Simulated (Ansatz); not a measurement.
The cluster LiCl2⁻ (the lowest singlet isomer of a short search) was relaxed with r2SCAN-D4 (def2-TZVPD) in Ansatz in these states: charge -1 quintet, charge -1 singlet, charge -1 triplet. The geometries follow in no particular order.

A:

```
atom   x (Å)   y (Å)   z (Å)
 Li1   0.690   0.271   1.052
 Cl2   0.727  -0.663  -1.093
 Cl3  -1.417   0.392   0.041
```

B:

```tsv
atom	x (Å)	y (Å)	z (Å)
Li1	0.000	0.000	0.000
Cl2	0.680	-1.635	1.240
Cl3	-0.680	1.635	-1.240
```

C:

```tsv
atom	x (Å)	y (Å)	z (Å)
Li1	0.0000	0.0000	0.0000
Cl2	-0.5723	-3.5871	2.0177
Cl3	0.5723	3.5871	-2.0176
```

Problem. Judge from the bond lengths which geometry belongs to which state (an estimate).

Solution. A is the charge -1 triplet (Li1–Cl3 2.340 Å, Li1–Cl2 2.340 Å); B is the charge -1 singlet (Li1–Cl3 2.162 Å, Li1–Cl2 2.162 Å); C is the charge -1 quintet (Li1–Cl3 4.155 Å, Li1–Cl2 4.155 Å).

At r2SCAN-D4/def2-TZVPD the highest occupied level of the charge -1 triplet lies above zero (up to 1.31 eV). The electron is either unbound and held by the finite basis, or the level is raised by self-interaction error. At r2SCAN-D4/def2-TZVPD the highest occupied level of the charge -1 quintet lies above zero (up to 1.71 eV). At PBE0-D4/def2-TZVPD a singlet lies 4.23 eV below the charge -1 triplet. At PBE0-D4/def2-TZVPD a singlet lies 10.91 eV below the charge -1 quintet. In the triplet, Cl2 and Cl3 lie 2.65 Å apart (atoms count from 1), so these atoms are partly bonded to each other. These are the stationary points nearest to one start from a short search; other shapes may lie lower in each state. The charge -1 quintet has come apart into loosely held pieces.
